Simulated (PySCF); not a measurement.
# CH3Al (SMILES C[Al]) at 6 levels

We compute a comparison of 6 runs (HF/STO-3G, HF/def2-SVP, r2SCAN/6-31G, PBE0/def2-SVP, PBE0/def2-SVPD, MP2/cc-pVTZ) of CH3Al. The job is set up through a Python script.

The calculation is run with PySCF 2.14.0.

## (1) Starting point

The species is CH3Al (5 atoms), meant as a singlet with charge 0. As SMILES, `C[Al]`. Geometry: relaxed at PBE0-D4/def2-TZVP.

Bond lengths: C1–Al2 1.988 Å, C1–H3 1.098 Å, C1–H4 1.098 Å, C1–H5 1.098 Å. Angles: Al2–C1–H3 111.8°, Al2–C1–H4 111.8°, Al2–C1–H5 111.8°, H3–C1–H4 107.1°, H3–C1–H5 107.1°, H4–C1–H5 107.1°.

## (2) Energy and forces at HF/STO-3G (run 1)

Contents of input.py:

```python
from pyscf import gto

mol = gto.M(
    atom='''
C   -0.131220  -0.057510   0.054000
Al   1.572690   0.689240  -0.647230
H   -0.230740  -1.127460  -0.171770
H   -0.205100   0.049890   1.144270
H   -1.005630   0.445840  -0.379270
''',
    verbose=4,
    charge=0,
    spin=0,
    basis='sto-3g',
    max_memory=1860,
)

mf = mol.RHF()
mf.conv_tol = 1e-10
mf.kernel()
if not mf.converged:
    mf = mf.newton().run(mf.mo_coeff, mf.mo_occ)

etot = mf.e_tot
print('E(%s) = %.9f' % ('HF', etot))
grad = mf.nuc_grad_method().kernel()
mf.analyze()
```

Launch:

```
OMP_NUM_THREADS=1 python input.py
```

The program printed:

```text
PySCF version 2.14.0

[... 69 lines left out ...]
One-electron Energy =                 -464.897969394108600
[... 6 lines left out ...]
MO #2   energy= -10.8692018974799  occ= 2
[... 4 lines left out ...]
MO #7   energy= -0.812526331054637 occ= 2
[... 4 lines left out ...]
MO #12  energy= 0.364213199570976  occ= 0
[... 4 lines left out ...]
MO #17  energy= 0.818692897381219  occ= 0
[... 25 lines left out ...]
Dipole moment(X, Y, Z, Debye):  1.37158,  0.60110, -0.56446
```

Run time: 1.2 s. Hardware: 1 thread of Intel Xeon at 2.70GHz, shared host; peak memory 0.12 GiB.

## (3) Energy and forces at HF/def2-SVP (run 2)

Contents of calc.py:

```python
from pyscf import gto, scf

molecule = gto.M(
    atom='''
C   -0.131220  -0.057510   0.054000
Al   1.572690   0.689240  -0.647230
H   -0.230740  -1.127460  -0.171770
H   -0.205100   0.049890   1.144270
H   -1.005630   0.445840  -0.379270
''',
    verbose=3,
    charge=0,
    max_memory=1860,
    basis='def2-svp',
)

calc0 = scf.RHF(molecule)
calc0.conv_tol = 1e-10
calc0.kernel()
if not calc0.converged:
    calc0 = calc0.newton().run(calc0.mo_coeff, calc0.mo_occ)

e_final = calc0.e_tot
print('E(%s) = %.9f' % ('HF', e_final))
grad = calc0.nuc_grad_method().kernel()
calc0.analyze()
```

Launch:

```
OMP_NUM_THREADS=1 python calc.py
```

The program printed:

```text
converged SCF energy = -281.394505741641
[... 16 lines left out ...]
MO #7   energy= -0.90421498236494  occ= 2
[... 7 lines left out ...]
MO #15  energy= 0.240281127482516  occ= 0
[... 7 lines left out ...]
MO #23  energy= 0.561443943445028  occ= 0
[... 7 lines left out ...]
MO #31  energy= 0.940204357609516  occ= 0
[... 7 lines left out ...]
MO #39  energy= 2.11343745406136   occ= 0
[... 7 lines left out ...]
MO #47  energy= 3.28771112873668   occ= 0
[... 6 lines left out ...]
Dipole moment(X, Y, Z, Debye): -0.83961, -0.36797,  0.34553
```

It took 1.6 s on 1 thread of Intel Xeon at 2.70GHz, shared host; peak memory 0.12 GiB.

Runs 3 to 5 aren't shown in full; the table further down has their settings and results.

## (4) Energy and gradient at MP2/cc-pVTZ (run 6)

Contents of run.py:

```python
# C[Al]
import pyscf.grad
from pyscf import gto, scf, mp

mol = gto.M(
    atom=[
    ('C', (-0.131220, -0.057510, 0.054000)),
    ('Al', (1.572690, 0.689240, -0.647230)),
    ('H', (-0.230740, -1.127460, -0.171770)),
    ('H', (-0.205100, 0.049890, 1.144270)),
    ('H', (-1.005630, 0.445840, -0.379270)),
],
    charge=0,
    basis='cc-pvtz',
    verbose=4,
    max_memory=1860,
)

myscf = scf.RHF(mol)
myscf.conv_tol = 1e-10
myscf.kernel()
if not myscf.converged:
    myscf = myscf.newton().run(myscf.mo_coeff, myscf.mo_occ)

pt = mp.MP2(myscf, frozen=6).run()
e_tot = pt.e_tot
print('E(%s) = %.9f' % ('MP2', e_tot))
grad = pt.Gradients().kernel()
dip = myscf.dip_moment()
pop, q = myscf.mulliken_pop()
```

Launch:

```
OMP_NUM_THREADS=1 python run.py
```

The program printed:

```text
PySCF version 2.14.0

[... 57 lines left out ...]
converged SCF energy = -281.525353129375
[... 17 lines left out ...]
Dipole moment(X, Y, Z, Debye): -0.75700, -0.33177,  0.31153
[... 112 lines left out ...]
charge of    4H =      0.08466
```

Run time: 27 s. Hardware: 1 thread of Intel Xeon at 2.70GHz, shared host; peak memory 1.3 GiB.

## (5) Overview of the runs

```tsv
run	level	integration grid	frozen core orbitals	energy (Eh)	dipole moment (D) of the reference	HOMO energy (eV)	LUMO energy (eV)	wall time
1	HF/STO-3G	–	–	-278.111121	1.60	-3.92	9.91	1.2 s
2	HF/def2-SVP	–	–	-281.394506	0.98	-7.57	1.40	1.6 s
3	r2SCAN/6-31G	5	–	-282.213337	1.20	-4.68	-1.91	9.6 s
4	PBE0/def2-SVP	5	–	-282.029975	0.96	-5.55	-1.33	7.2 s
5	PBE0/def2-SVPD	5	–	-282.033134	0.81	-5.59	-1.36	15 s
6	MP2/cc-pVTZ	–	6	-281.765614	0.88	-7.58	1.22	27 s
```

## (6) What came out

| quantity | value |
| --- | --- |
| run 6: total energy | -281.76561 Eh |
| run 6: dipole moment (Hartree–Fock density) | 0.88 D |
| run 6: HOMO energy (Hartree–Fock orbitals) | -7.58 eV |
| run 6: LUMO energy (Hartree–Fock orbitals) | 1.22 eV |
| run 6: HOMO–LUMO gap (Hartree–Fock orbitals) | 8.80 eV |
| run 6: correlation energy (6 core orbitals frozen) | -240.3 mEh |
| run 6: largest force on an atom | 0.225 eV/Å |

In words: Over runs 1, 2, 3, 4, 5 the dipole moment (its size) runs from 0.81 D (PBE0/def2-SVPD) to 1.60 D (HF/STO-3G). The two ends differ in method and basis. The two dipoles point in opposite directions. Over runs 1, 2, 3, 4, 5 the HOMO–LUMO gap runs from 2.78 eV (r2SCAN/6-31G) to 13.83 eV (HF/STO-3G). Totals of different functionals can't be ranked against each other. In run 1 the basis is minimal, so the values are rough. All runs together took 61 s, the longest 27 s.
